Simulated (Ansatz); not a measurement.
A nudged elastic band was laid between two geometries of CH6BN (9 atoms, charge 0, multiplicity 1).

These are results of RKS r2SCAN-D4/def2-SVP in Ansatz 0.2.0, not measurements.

```json
{
 "movable images": "7",
 "climbing image": "yes",
 "spring": "5.0 eV/Å²",
 "optimiser": "quadratic models (default)",
 "start path": "through a guess of the saddle point",
 "force threshold": "0.03 eV/Å",
 "iteration limit": "59",
 "end points": "relaxed"
}
```

Initial state:

```xyz
9
Properties=species:S:1:pos:R:3
C -0.669 0.761 -0.592
B 0.459 -0.283 -0.255
N 0.596 -0.847 1.015
H -1.295 0.392 -1.423
H -0.223 1.702 -0.957
H -1.334 1.004 0.254
H 1.257 -0.636 -1.102
H 1.315 -1.520 1.252
H -0.016 -0.620 1.792
```

Final state:

```xyz
9
Properties=species:S:1:pos:R:3
C -0.669 0.761 -0.591
B 0.461 -0.281 -0.254
N 0.595 -0.848 1.015
H -1.297 0.388 -1.419
H -0.225 1.701 -0.964
H -1.331 1.008 0.255
H 1.261 -0.629 -1.100
H -0.020 -0.625 1.790
H 1.314 -1.521 1.251
```

Which bonds break or form, and what moves?

No bond is made or broken. The dihedral C1–B2–N3–H8 goes from 180 to 0°. The two ends are copies of one structure, up to a mirror image or an exchange of like atoms.

What energy profile does the band end with?

The run converged. The highest image is number 4 of 0 to 8, 1.31 eV above the ends, which have the same energy within 2 meV. A vibrational analysis at the climbing image gives one clearly imaginary mode, 656i cm⁻¹: a first-order saddle point.

```tsv
image	path coordinate (Å)	energy (eV)	dihedral C1–B2–N3–H8 (°)
0	0.00	0.00	180
1	0.53	0.05	-168
2	1.06	0.44	-129
3	1.60	1.03	-90
4	2.13	1.31	-57
5	2.61	1.09	-35
6	3.09	0.57	-23
7	3.57	0.14	-14
8	4.05	0.00	0
```

What is the geometry of the highest image?


```xyz
9
Properties=species:S:1:pos:R:3:forces:R:3
C -0.550 0.802 -0.482 -0.01 -0.01 0.00
B 0.477 -0.374 -0.328 0.00 0.00 0.00
N 0.737 -1.111 0.920 0.00 -0.01 0.00
H -1.391 0.402 -1.084 0.00 0.00 0.00
H -0.146 1.626 -1.096 0.00 0.00 0.00
H -0.969 1.205 0.454 0.00 0.00 0.00
H 1.079 -0.725 -1.329 0.00 0.00 0.00
H 1.013 -0.430 1.637 0.00 0.00 0.00
H -0.162 -1.441 1.290 0.00 0.00 0.00
```

What are the harmonic wavenumbers there?

656i, 80, 377, 565, 693, 743, 788, 1018, 1074, 1084, 1230, 1302, 1416, 1435, 1543, 2528, 3003, 3087, 3131, 3447, 3510 cm⁻¹.

Run time: 4.7 min on 1 thread of Arm Neoverse V2, with other jobs on the host, peak memory 0.13 GiB.
